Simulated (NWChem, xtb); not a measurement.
# SiH3SO (SMILES O[SiH2][S]): the dipole moment, rung by rung

SiH3SO has 6 atoms, charge 0, and is taken as a doublet. As SMILES, `O[SiH2][S]`. Geometry: relaxed at PBE0-D4/def2-TZVP. This is one conformer, not always the lowest.

```tsv
atom	x (Å)	y (Å)	z (Å)
O	-0.5062	-1.2528	0.0716
Si	0.2673	0.1886	0.1776
S	-0.8633	1.8791	-0.4001
H	-0.9703	-1.4525	-0.7432
H	1.4340	0.2784	-0.7461
H	0.6806	0.2952	1.5939
```

Each level gives the dipole moment (D). The values are calculated.

| level | kind | program | value (D) | CPU time |
| --- | --- | --- | --- | --- |
| GFN2-xTB | semi-empirical | xtb | 2.28 | under 2 s |
| GFN0-xTB | semi-empirical | xtb | 2.86 | under 2 s |
| GFN1-xTB | semi-empirical | xtb | 2.10 | under 2 s |
| UPBE/MINI | GGA | NWChem | 1.80 | 5.8 s |
| UPBE/MIDI! | GGA | NWChem | 1.61 | 15 s |
| UPBE/jorge-TZP | GGA | NWChem | 1.14 | 2 min |
| UB3LYP/6-31G* (spherical functions) | global hybrid | NWChem | 1.30 | 26 s |
| UB3LYP/6-31+G* (spherical functions) | global hybrid | NWChem | 1.17 | 30 s |
| UB3LYP/6-311+G** | global hybrid | NWChem | 1.12 | 44 s |
| UB3LYP/6-311++G(2d,2p) | global hybrid | NWChem | 1.05 | 58 s |

The values span 1.05 to 2.86 D. Magnitudes only. Times are those of the runs behind each value, whatever else they computed, on shared processors of several kinds: orders of magnitude only.
